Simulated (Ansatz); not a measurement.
Basis-set extrapolation for `CN/C=C/C=O` (PBE0-D4/def2-TZVP geometry, frozen core, the Gaussian-basis code of Ansatz). Multiplicity 1, RHF reference.

|  | def2-TZVPP | def2-QZVPP |
| --- | --- | --- |
| HF | -284.946313 | -284.959554 |
| MP2 correlation | -1.087596 | -1.162499 |
| CCSD(T) correlation | -1.170691 | not run |

Energies in hartree. Use E(X) = E(∞) + A·exp(−7.88·√X) for Hartree–Fock and E(X) = E(∞) + B·X^(−2.97) for correlation, with X = 3 and 4, and add CCSD(T) minus MP2 of the smaller set to the MP2 limit.

Q: What is the CCSD(T) energy at the basis-set limit?

A: HF limit: -284.959554 + (-0.013241) × 0.13774 = -284.96138. MP2 limit: -1.162499 + (-0.074903) × 0.74074 = -1.21798. Higher-order term: -1.170691 − (-1.087596) = -0.08309. Total: -286.26245 hartree, 381.9 kJ/mol below CCSD(T)/def2-TZVPP.
